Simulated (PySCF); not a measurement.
C4H11OP.
SMILES: `CC[PH](=O)CC`

Torsions of this conformer, `[CH3:1][CH2:2][PH:3](=[O:4])[CH2:5][CH3:6]`: C1–C2–P3–O4 -175°, C2–P3–C5–C6 175°.

The closed-shell ground state was solved at several levels (PySCF, density fitting, gas phase, non-relativistic). One conformer (not necessarily the lowest) at the PBE0-D3(BJ)/def2-SVP geometry, without solvent, vibrations or thermal averaging.

```json
{"level": "PBE0/IGLO-III", "basis functions": "329", "total energy (Eh)": "-575.3624", "HOMO (eV)": "-7.55", "LUMO (eV)": "0.48", "gap (eV)": "8.03", "dipole (D)": "4.31"}
{"level": "PBE0/pcSseg-0", "basis functions": "80", "total energy (Eh)": "-574.2361", "HOMO (eV)": "-7.14", "LUMO (eV)": "1.53", "gap (eV)": "8.67", "dipole (D)": "4.41"}
{"level": "PBE0/cc-pVDZ", "basis functions": "143", "total energy (Eh)": "-575.2380", "HOMO (eV)": "-7.17", "LUMO (eV)": "1.42", "gap (eV)": "8.59", "dipole (D)": "4.01"}
```

(1) Estimate the row for PBE0/aug-cc-pVDZ, a basis of 241 functions; the other rows only guide the guess.

(2) Over all these levels, which gives the widest orbital gap and which the narrowest?

(3) How much does the basis alone move the frontier levels among the 4 PBE0 rows (the withheld one included)?

(4) How far do the dipole and the HOMO energy spread over the levels?

Results:

(1) Total energy -575.2633 Eh, HOMO -7.46 eV, LUMO -0.24 eV, gap 7.22 eV, dipole 4.38 D.

(2) PBE0/pcSseg-0 has the widest, 8.67 eV, and PBE0/aug-cc-pVDZ the narrowest, 7.22 eV. From the narrowest to the widest the HOMO moves by +0.32 eV and the LUMO by +1.77 eV.

(3) The HOMO by 0.41 eV and the LUMO by 1.77 eV. By rising basis size (HOMO, LUMO in eV): pcSseg-0 -7.14, 1.53; cc-pVDZ -7.17, 1.42; aug-cc-pVDZ -7.46, -0.24; IGLO-III -7.55, 0.48.

(4) The dipole runs from 4.01 to 4.41 D (mean 4.28 D) and the HOMO from -7.55 to -7.14 eV.
